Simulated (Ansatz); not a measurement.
# C₄H₄F₂: how energies converge with the basis set

An exercise on one series of results from a longer session: the logs are not shown, and one member is left open.

Computed with Ansatz 0.2.0, Gaussian basis. Level: one geometry, several basis sets.

The runs, in order: PBE0-D4/def2-SVP; ωB97M-V/def2-SVP; PBE0-D4/def2-QZVPP; ωB97M-V/def2-QZVPP; the functionals' def2-TZVPP values are taken from earlier runs.

## The geometry

The geometry comes from an earlier relaxation with PBE0-D4 in a triple-zeta def2 set; it is a stationary point, not always the lowest conformer.

SMILES `F/C=C/C=C/F`, 10 atoms, charge 0, spin multiplicity 1.

Atoms are counted from 1 here; the program's logs count them from 0.

Bond lengths: F1–C2 1.335 Å, C2–C3 1.327 Å, C2–H7 1.084 Å, C3–C4 1.443 Å, C3–H8 1.086 Å, C4–C5 1.327 Å, C4–H9 1.086 Å, C5–F6 1.335 Å, C5–H10 1.084 Å. Angles: F1–C2–C3 121.7°, F1–C2–H7 112.6°, C3–C2–H7 125.7°, C2–C3–C4 122.6°, C2–C3–H8 118.4°, C4–C3–H8 119.0°, C3–C4–C5 122.6°, C3–C4–H9 119.0°, C5–C4–H9 118.4°, C4–C5–F6 121.7°, C4–C5–H10 125.7°, F6–C5–H10 112.6°.

Set-up of the first run:

Contents of in.yaml:

```yaml
crystal:
  periodic: [false, false, false]
  atoms:
    - {symbol: F, position_ang: [0.113370, -2.969265, -0.284147]}
    - {symbol: C, position_ang: [0.321662, -1.776052, 0.276580]}
    - {symbol: C, position_ang: [-0.098764, -0.654811, -0.294184]}
    - {symbol: C, position_ang: [0.115610, 0.644576, 0.294607]}
    - {symbol: C, position_ang: [-0.305148, 1.765813, -0.275918]}
    - {symbol: F, position_ang: [-0.097009, 2.958973, 0.284980]}
    - {symbol: H, position_ang: [0.856051, -1.844688, 1.217671]}
    - {symbol: H, position_ang: [-0.624415, -0.723655, -1.241808]}
    - {symbol: H, position_ang: [0.641509, 0.713421, 1.242094]}
    - {symbol: H, position_ang: [-0.839766, 1.834488, -1.216875]}
basis:
  gaussian: {orbitals: def2-SVP}
hamiltonian: {xc: pbe0, dispersion: d4}
output: {orbitals: {seedname: orbitals}}
```

Command:

```bash
$ ansatz run in.yaml --threads 4 --pin off --events-out ev --progress --plain --max-ram 10444MiB
```

Among the steps run: PBE0-D4 in def2-SVP; ωB97M-V in def2-SVP; PBE0-D4 in def2-QZVPP; ωB97M-V in def2-QZVPP.

One table of the session follows, with a row left open; its other results are not shown here.

It belongs to the step «Density functionals: the series». 

| functional | basis | HOMO (eV) |
| --- | --- | --- |
| PBE0-D4 | def2-SVP | -6.57 |
| PBE0-D4 | def2-TZVPP | -6.67 |
| PBE0-D4 | def2-QZVPP | -6.70 |
| ωB97M-V | def2-SVP | ? |
| ωB97M-V | def2-TZVPP | -8.77 |
| ωB97M-V | def2-QZVPP | -8.80 |

Q: Estimate the row for ωB97M-V, def2-SVP from the others.

As computed: HOMO (eV): -8.65. In the column «HOMO (eV)» it lies between ωB97M-V, def2-TZVPP (-8.77) and PBE0-D4, def2-QZVPP (-6.70).
